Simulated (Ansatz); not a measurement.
## CCSD(T) against full CI for several species

Each species is computed at the geometry given (Å), with frozen cores, in Ansatz 0.2.0: RHF-CCSD(T) for singlets, UHF-CCSD(T) otherwise, and full CI in the same basis. The program picks the determinant by trial CCSD, so it needn't be the lowest Hartree–Fock solution. States: H3S⁺ B1, HAlB A'', HBe–BeH Σg⁺ or Δg, CH3⁺ A1. Cases whose determinant has another symmetry than full CI's state, or whose (Q) step broke down, weren't drawn.

Task: Judging by size, spin and bonding, rank them by the size of CCSD(T)'s error in total energy against full CI in the same basis, smallest first (an estimate).
A. HAlB, doublet, 6-31G: B 0.000 -0.360 1.467; Al 0.000 0.188 -0.536; H 0.000 -1.160 -1.401
B. HBe–BeH, singlet, cc-pVDZ: Be 0.000 0.000 1.352; Be 0.000 0.000 -1.352; H 0.000 0.000 3.082; H 0.000 0.000 -3.082
C. H3S⁺, triplet, 6-31G: S 0.000 -0.074 0.000; H 0.000 2.493 0.000; H 0.000 -0.072 1.520; H 0.000 -0.072 -1.520
D. CH$_{3}$⁺, triplet, cc-pVDZ: C 0.000 0.000 -0.114; H 0.000 0.683 -1.064; H 0.000 0.000 3.489; H 0.000 -0.683 -1.064

Result: C (9.0 meV), D (16.9 meV), B (26.6 meV), A (119.6 meV).

```json
{"species": "H3S⁺, triplet", "basis": "6-31G", "correlated electrons": "8", "CCSD(T) − full CI (meV)": "9.0", "CCSDT(Q) − full CI (meV)": "0.0", "unpaired electrons (full CI)": "2.03", "T1": "0.013", "⟨S²⟩ of the determinant": "2.01"}
{"species": "CH3⁺, triplet", "basis": "cc-pVDZ", "correlated electrons": "6", "CCSD(T) − full CI (meV)": "16.9", "CCSDT(Q) − full CI (meV)": "0.4", "unpaired electrons (full CI)": "2.03", "T1": "0.011", "⟨S²⟩ of the determinant": "2.01"}
{"species": "HBe–BeH, singlet", "basis": "cc-pVDZ", "correlated electrons": "6", "CCSD(T) − full CI (meV)": "26.6", "CCSDT(Q) − full CI (meV)": "1.2", "unpaired electrons (full CI)": "0.11", "T1": "0.015", "⟨S²⟩ of the determinant": "0.00"}
{"species": "HAlB, doublet", "basis": "6-31G", "correlated electrons": "7", "CCSD(T) − full CI (meV)": "119.6", "CCSDT(Q) − full CI (meV)": "3.8", "unpaired electrons (full CI)": "1.55", "T1": "0.077", "⟨S²⟩ of the determinant": "1.65"}
```

Unpaired electrons are Σ n²(2−n)² over natural occupations; an open shell counts its own unpaired electrons too. Frozen cores follow each run's orbitals, which moves totals by a few meV.
